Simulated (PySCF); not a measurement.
Species: CH$_{3}$NO (charge 0, singlet). 
Coordinates optimised at B3LYP-D3(BJ)/def2-TZVP (Ansatz):
```xyz
6

N     -1.0698     0.1943     0.1075
C      0.2724     0.3136    -0.0479
O      1.0507    -0.6113    -0.0819
H     -1.4767    -0.7220     0.2042
H     -1.6667     1.0020     0.1281
H      0.5920     1.3678    -0.1427
```
Charge 0, spin multiplicity 1.

Dispersion corrections to the total energy (kcal/mol) from the dftd3 and dftd4 libraries through PySCF: D3(BJ) without and D4 with the three-body term, each with the damping fitted for the functional named.

| functional | D3(BJ) | D4 |
|---|---|---|
| BHLYP | -2.01 | -1.44 |
| PW6B95 | -0.65 | -1.23 |
| HSE06 | -0.88 | -1.02 |
| LC-wPBE | -1.35 | [?] |
| BLYP | -3.35 | [?] |
| revPBE | -4.47 | -5.57 |
| B3LYP | [?] | -2.22 |

Question: Fill in the missing entries.

Answer: 
- LC-wPBE, D4: -1.52
- BLYP, D4: -3.25
- B3LYP, D3(BJ): -2.70
